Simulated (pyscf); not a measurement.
Elementary routes open to HO–SiH₃ (SMILES O[SiH3]) + H₂B–OH (SMILES BO) in the gas phase (singlet surface):
A. HO–BH–OH (SMILES OBO) + SiH₄ (SMILES [SiH4]) (O–Si, B–H broken; B–O, H–Si formed)
B. H₂B–O–SiH₃ (SMILES BO[SiH3]) + H₂O (SMILES O) (H–O, B–O broken; B–O, H–O formed)

Optimised with ωB97X-D3(BJ)/def2-SVP in PySCF. Correlated levels are frozen-core, on RHF or UHF. ΔMP2 is the change of the MP2 total energy from the triple- to the quadruple-zeta basis.

Q: Rank the routes by free-energy barrier at 298 K, lowest first, for CCSD(T)/def2-TZVPP + ΔMP2(QZVPP) energies (ideal gas, 1 atm, RRHO with modes under 100 cm⁻¹ raised to 100, one conformer, R ln 2 for chiral ones without a mode under 150 cm⁻¹).

A: B (0.99 eV), A (1.28 eV)

Route B is the fastest of these, ahead of the next by 0.28 eV. The most stable products are those of A (ΔG = -0.51 eV), whose barrier is 0.28 eV higher: the kinetic and the thermodynamic product differ. At 1200 K B is still the fastest. B: On the product side the descent ends in an adduct with a B–O contact, 0.23 eV under the separated species and 0.65 eV under the saddle at ωB97X-D3(BJ)/def2-TZVP. Only these routes are compared; each barrier is that of the saddle found, and lower ones may exist. The CCSD(T) − MP2 part came from Ansatz, without density fitting, on the same reference.
